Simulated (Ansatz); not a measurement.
## Cu3O: from a trial structure to a relaxed crystal

These are results of DFT PBE, scalar-relativistic, plane waves, PAW in Ansatz, not measurements. Cutoff 420 eV, Γ-centred k mesh, Gaussian smearing, no spin polarisation in the final step.

A relaxed cell is given with its space group left out.

```yaml
crystal:
  lattice:
    - [3.54398, 0.00000, 0.00000]
    - [0.00000, 3.54398, 0.00000]
    - [0.00000, 0.00000, 3.54398]
  atoms:
    - { symbol: Cu, position: [0.00000, 0.50000, 0.50000] }
    - { symbol: Cu, position: [0.50000, 0.00000, 0.50000] }
    - { symbol: Cu, position: [0.50000, 0.50000, 0.00000] }
    - { symbol: O, position: [0.00000, 0.00000, 0.00000] }
```

Energies over the elements count from the elements' standard structures at the same level (O₂ as a molecule), with no empirical corrections.

What space group does it have?

Pm-3m (No. 221). Conventional cell: a = 3.544 Å. Cu is coordinated by 4 O at 2.51 Å and 8 Cu at 2.51 Å; around O lie 12 Cu at 2.51 Å.

How far does it lie from the elements in energy?

0.26 eV/atom.

Is it a metal?

Yes, bands cross the Fermi level on the 14×14×14 mesh.

The final run used a 14×14×14 mesh on its 4-atom cell and 0.10 eV smearing. For metals, differences of a few meV/atom aren't resolved. The cell came from a trial start, so Cu3O may not exist in this structure.